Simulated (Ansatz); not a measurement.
[Cl···H···Si], triplet along the distance Cl1-H2

Starting geometry:

```xyz
3

Cl    0.0000    0.0000   -1.5969
H     0.0000    0.0000   -0.3181
Si    0.0000    0.0000    1.9151
```

From there H2 is moved from one fragment to the other while all else, the fragments' distance too, stays fixed; atoms are numbered as listed. Energies are in kcal/mol, counted from the starting geometry at the same level.

Basis cc-pVTZ; Ansatz 0.2.0. Correlated methods freeze the noble-gas cores. R marks a restricted (for open shells ROHF) determinant, U an unrestricted one. Active spaces: valence = (12e, 9o) chosen from the atoms' valence shells.

Runs in a small pair space aren't shown, since their orbitals change along the scan.

Full CI isn't at hand for all of this; UCCSDT(Q) serves as the reference, and is uncertain by about the last step of the cluster series. The frozen core follows each run's orbitals, which can shift R against U totals by a few meV.

```csv
distance Cl1-H2 (Å),CASSCF (valence space)
1.279,0.0
1.392,2.4
1.619,14.2
1.845,20.8
2.072,25.4
```

Q: Estimate the UCCSDT(Q) curve in cc-pVTZ from this one, knowing how CASSCF (valence space) errs.

A: The computed UCCSDT(Q) values, in kcal/mol from the starting point, and the error of CASSCF (valence space) against them:
```tsv
distance Cl1-H2 (Å)	UCCSDT(Q)	CASSCF (valence space) less UCCSDT(Q)
1.279	0.0	0.0
1.392	2.1	0.3
1.619	13.3	0.9
1.845	20.5	0.3
2.072	27.9	-2.5
```

The error spans 3.5 kcal/mol and is largest, -2.5 kcal/mol, at 2.072 Å.
